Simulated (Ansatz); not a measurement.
# BClFH2 with multiplicity 2: a nudged elastic band in two tries

Wanted: a band of images between two relaxed ends, and a check that the input is sound.

Program: Ansatz 0.2.0. Level of theory: UKS B3LYP-D4/cc-pVDZ. These are calculated values, not measurements.

## (1) The structure to begin with

Bond lengths: B1–H2 1.198 Å, B1–F3 1.325 Å, B1–Cl4 1.760 Å. Angles: H2–B1–F3 120.6°, H2–B1–Cl4 120.8°, F3–B1–Cl4 118.5°.

Coordinates:

```xyz
5

B    -0.0219    0.0000   -0.2428
H     0.0070    0.0000    0.9553
F     1.1017    0.0000   -0.9457
Cl   -1.5551    0.0000   -1.1079
H     0.0006    0.0000    3.5912
```

## (2) First try

Input file input.yaml:

```yaml
crystal:
  periodic: [false, false, false]
  atoms:
    - { symbol: B, position_ang: [-0.02193, 0.0, -0.242803] }
    - { symbol: H, position_ang: [0.007047, 0.0, 0.955272] }
    - { symbol: F, position_ang: [1.10172, 0.0, -0.94572] }
    - { symbol: Cl, position_ang: [-1.555095, 0.0, -1.107916] }
    - { symbol: H, position_ang: [0.000558, 0.0, 3.591166] }
magnetization:
  spin_polarized: true
  initial_magnetization: 1
basis:
  gaussian: { orbitals: cc-pVDZ }
hamiltonian:
  xc: b3lyp
  dispersion: d4
neb:
  order_check: false
  images: 9
  f_tol: 0.03
  max_iterations: 8
  spring: 20.0
  final_atoms:
    - { symbol: B, position_ang: [-0.02193, 0.0, -0.242803] }
    - { symbol: H, position_ang: [0.007047, 0.0, 0.955272] }
    - { symbol: F, position_ang: [1.10172, 0.0, -0.94572] }
    - { symbol: Cl, position_ang: [-1.555095, 0.0, -1.107916] }
    - { symbol: H, position_ang: [0.000558, 0.0, 3.591166] }
  initial_path: idpp
```

Run with:

```console
$ ansatz run input.yaml --threads 1 --pin off --max-ram 2048MiB --backend cpu --events-out ev --progress --plain --runs-dir out
```

Before running it: what results should come out? Wanted: first try.

**Answer**, as computed:

```
 quantity                                                 value
first try                                               refused
    cause  both ends are the same geometry, so there is no path
```

In words: The fault in the first input was caught at the input check and cost nothing.
